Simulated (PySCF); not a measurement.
Molecule: `PPP`, H₅P₃.

Molfile (atoms numbered from 1):
```
H5P3
     RDKit          3D

  8  7  0  0  0  0  0  0  0  0999 V2000
    1.7194   -0.1222   -0.2033 P   0  0  0  0  0  0  0  0  0  0  0  0
    0.0062   -0.4839    1.2061 P   0  0  0  0  0  0  0  0  0  0  0  0
   -1.5823   -0.3505   -0.3767 P   0  0  0  0  0  0  0  0  0  0  0  0
    1.6368    1.2995   -0.0669 H   0  0  0  0  0  0  0  0  0  0  0  0
    2.7007   -0.2190    0.8334 H   0  0  0  0  0  0  0  0  0  0  0  0
    0.1116   -1.9058    1.0706 H   0  0  0  0  0  0  0  0  0  0  0  0
   -1.7076    1.0686   -0.2447 H   0  0  0  0  0  0  0  0  0  0  0  0
   -2.6446   -0.5847    0.5529 H   0  0  0  0  0  0  0  0  0  0  0  0
  1  2  1  0
  2  3  1  0
  1  4  1  0
  1  5  1  0
  2  6  1  0
  3  7  1  0
  3  8  1  0
M  END
```

Geometry PBE0-D3(BJ)/def2-SVP throughout; GIAO in PySCF 2.14, gas phase, one conformer, non-relativistic; equivalent atoms averaged; basis pcSseg-2.

Question: How do the absolute shieldings σ depend on the functional? (ppm; last column core-seconds on 1 thread of an Arm Neoverse V2, shared host)

Answer: 
| functional | kind | P2 | P1/P3 | H6 | H4/H5/H7/H8 | core-s |
| --- | --- | --- | --- | --- | --- | --- |
| WP04 | global hybrid | 394.8 | 445.8 | 29.19 | 29.25 | 9.9 |
| B97-2 | global hybrid | 459.8 | 501.9 | 28.54 | 28.64 | 10 |
| BHandHLYP | global hybrid | 460.4 | 496.8 | 28.87 | 28.81 | 9.8 |
| CAM-B3LYP | range-separated hybrid | 446.1 | 486.4 | 28.65 | 28.65 | 14 |
| wB97X-D | range-separated hybrid | 466.5 | 502.0 | 28.61 | 28.65 | 14 |
| LC-wPBE | range-separated hybrid | 492.6 | 517.9 | 28.64 | 28.66 | 17 |

Question: Which nucleus moves most, in ppm?

Answer: P2 (phosphorus bonded to 2 P, H): from 394.8 ppm with WP04 to 492.6 ppm with LC-wPBE. The smallest spread is 0.61 ppm, at H4/H5/H7/H8.
